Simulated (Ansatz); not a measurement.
For fluorite CdF₂, LDA (Ansatz, a first-principles code, PAW) gives:

```
Item                                  Result
------------------------------  ------------
equilibrium lattice constant a       5.297 Å
bulk modulus B0                      127 GPa
cohesive energy                 4.00 eV/atom
elastic constant C11                 205 GPa
elastic constant C44                25.4 GPa
Voigt–Reuss–Hill shear modulus      35.7 GPa
```

What does B3LYP (VWN-RPA form) (Ansatz, plane waves, PAW) give for the same quantities?


- lattice constant a: 5.460 Å (grows by 3.1 %)
- bulk modulus: 100 GPa (drops by 21 %)
- cohesive energy: 3.03 eV/atom (decreases by 0.97 eV/atom)
- elastic constant C11: 176 GPa (drops by 14 %)
- elastic constant C44: 18.6 GPa (falls by 27 %)
- Voigt–Reuss–Hill shear modulus: 29.7 GPa (decreases by 17 %)

For comparison: lattice constant a 5.388 Å (measured, temperature not stated, copied from a table, unchecked, not corrected to a static lattice; as tabulated in Crystal Structures 1, 239 (1963)); cohesive energy 3.37 ± 0.03 eV/atom (worked out here from tabulated enthalpies at 298 K, copied from a table, unchecked, brought to a static lattice with a Debye model, atoms in their spin–orbit ground levels; inputs from the CRC Handbook).

Changes are worked out from the printed values.

Unless a cell is named, each level is at its own relaxed cell (LDA 12.39, B3LYP (VWN-RPA form) 13.57 Å³/atom).

Ansatz's density-functional and Hartree–Fock values are scalar-relativistic unless marked +SOC, with PAW data made under PBE.
